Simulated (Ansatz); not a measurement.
B–SiH–F⁺, quintet: reading a ladder of total energies

Geometry: that of the B–SiH–F, quartet, kept fixed. The triplet lies 4.6 eV lower here.

```xyz
4

B     0.0000   -0.5010    1.7973
Si    0.0000    0.3616    0.1670
F     0.0000   -0.3453   -1.2616
H     0.0000    1.8072   -0.1500
```

Basis cc-pVDZ; Ansatz 0.2.0. Correlated methods freeze the noble-gas cores, which leaves 14 electrons in 44 orbitals. R marks a restricted (for open shells ROHF) determinant, U an unrestricted one.

Full CI isn't at hand for all of this; UCCSDT(Q) serves as the reference, and is uncertain by about the last step of the cluster series.

Runs differ by some tens of microhartree through their thresholds and, for an open shell, their frozen cores, so steps under 0.03 kcal/mol mean nothing.

```tsv
level	total energy (hartree)
UHF	-413.083159
UMP2	-413.364268
UCCSD	-413.392188
UCCSD(T)	-413.401991
UCCSDT	-413.404022
UCCSDT(Q)	-413.405183
```

Q: What is the correlation energy at UCCSDT(Q), and what share of it do UMP2 and UCCSDT recover?

A: E(corr) = -413.405183 − (-413.083159) = -0.322024 hartree = -8.763 eV. UMP2: -0.281109 / -0.322024 = 87.29 %. UCCSDT: -0.320863 / -0.322024 = 99.64 %.

Q: By how many kcal/mol does UCCSD(T) miss UCCSDT(Q) (1 hartree = 627.509 kcal/mol), and which steps make up the rest?

A: -413.401991 − (-413.405183) = 0.003192 hartree = 2.00 kcal/mol. Steps: UCCSDT − UCCSD(T) = -1.27, UCCSDT(Q) − UCCSDT = -0.73 kcal/mol. Differences between like states or geometries often cancel part of this.
